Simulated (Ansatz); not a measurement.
# C2H5Si+ (SMILES C=[C+][SiH3]): functionals against CCSD(T) at one geometry

The task here is to estimate one member of a computed series from the others.

Computed with Ansatz 0.2.0, Gaussian basis. Level: single points in def2-TZVPP.

Correlated methods freeze the cores.

### Where the work starts

SMILES `C=[C+][SiH3]`, 8 atoms, charge 1, spin multiplicity 1.

Atoms are counted from 1 here; the program's logs count them from 0.

Bond lengths: C1–C2 1.255 Å, C1–H4 1.034 Å, C1–H5 1.160 Å, C2–Si3 1.893 Å, Si3–H6 1.405 Å, Si3–H7 1.484 Å, Si3–H8 1.611 Å. Angles: C2–C1–H4 137.7°, C2–C1–H5 118.7°, H4–C1–H5 100.6°, C1–C2–Si3 163.7°, C2–Si3–H6 107.3°, C2–Si3–H7 108.7°, C2–Si3–H8 81.7°, H6–Si3–H7 118.4°, H6–Si3–H8 118.3°, H7–Si3–H8 115.0°.

Geometry (Å):

| atom | x (Å) | y (Å) | z (Å) |
| --- | --- | --- | --- |
| C1 | -0.82190 | 0.79120 | -1.14850 |
| C2 | -0.02980 | 0.34410 | -0.28440 |
| Si3 | 0.74680 | -0.65030 | 1.12690 |
| H4 | -1.63090 | 0.44980 | -1.69460 |
| H5 | -0.48240 | 1.68500 | -1.80540 |
| H6 | 0.85770 | 0.20880 | 2.23280 |
| H7 | 1.97530 | -1.31260 | 0.62240 |
| H8 | -0.60790 | -1.50600 | 0.95620 |

The first run:

Contents of run/in.yaml:

```yaml
crystal:
  periodic: [false, false, false]
  atoms:
    - {symbol: C, position_ang: [-0.821900, 0.791200, -1.148500]}
    - {symbol: C, position_ang: [-0.029800, 0.344100, -0.284400]}
    - {symbol: Si, position_ang: [0.746800, -0.650300, 1.126900]}
    - {symbol: H, position_ang: [-1.630900, 0.449800, -1.694600]}
    - {symbol: H, position_ang: [-0.482400, 1.685000, -1.805400]}
    - {symbol: H, position_ang: [0.857700, 0.208800, 2.232800]}
    - {symbol: H, position_ang: [1.975300, -1.312600, 0.622400]}
    - {symbol: H, position_ang: [-0.607900, -1.506000, 0.956200]}
basis:
  gaussian: {orbitals: def2-TZVPP}
total_charge: 1
correlation: {method: ccsd_t}
output: {forces: true}
```

No record of the launch command was kept for these runs.

Steps of the session up to this table: CCSD(T)/def2-TZVPP; PBE0-D4/def2-TZVPP; wB97M-V/def2-TZVPP; r2SCAN-D4/def2-TZVPP; PBE-D4/def2-TZVPP; BLYP-D4/def2-TZVPP; CAM-B3LYP-D4/def2-TZVPP.

One table of the session follows, with a row left open; its other results are not shown here.

| method | RMS force component (eV/Å) | angle to CCSD(T) forces (°) |
| --- | --- | --- |
| CCSD(T) | 1.208 | reference |
| PBE0-D4 | 1.173 | 12.5 |
| wB97M-V | ? | ? |
| r2SCAN-D4 | 1.170 | 11.8 |
| PBE-D4 | 1.185 | 12.5 |
| BLYP-D4 | 1.158 | 9.2 |
| CAM-B3LYP-D4 | 1.167 | 16.2 |

Estimate the missing values for wB97M-V.

**Answer.** RMS force component (eV/Å): 1.153; angle to CCSD(T) forces (°): 13.2. In the column «RMS force component (eV/Å)» it is the lowest.
